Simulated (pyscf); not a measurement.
Thermochemistry of product channels of Cl–Si:–Cl [singlet] + SiH₄ on the singlet surface, in kcal/mol, from ωB97M-D3(BJ)/def2-TZVP energies (ideal gas, 1 atm, RRHO with modes under 100 cm⁻¹ raised to 100, one conformer, R ln 2 for chiral ones without a mode under 150 cm⁻¹). Structures and frequencies: ωB97X-D3(BJ)/def2-SVP in PySCF.

```csv
products,ΔE,ΔH(298 K),ΔG(298 K),ΔG(600 K)
HCl + H₃Si–Si:–Cl [singlet],?,+37.9,+36.7,+35.2
H₂Si=Si(Cl)–Cl + H₂,+26.7,+25.0,+25.8,?
```

Task: Complete the blanks.

Result: 
- HCl + H₃Si–Si:–Cl [singlet], ΔE: +38.0
- H₂Si=Si(Cl)–Cl + H₂, ΔG(600 K): +25.9

These are energies of the channels, which say nothing of barriers.
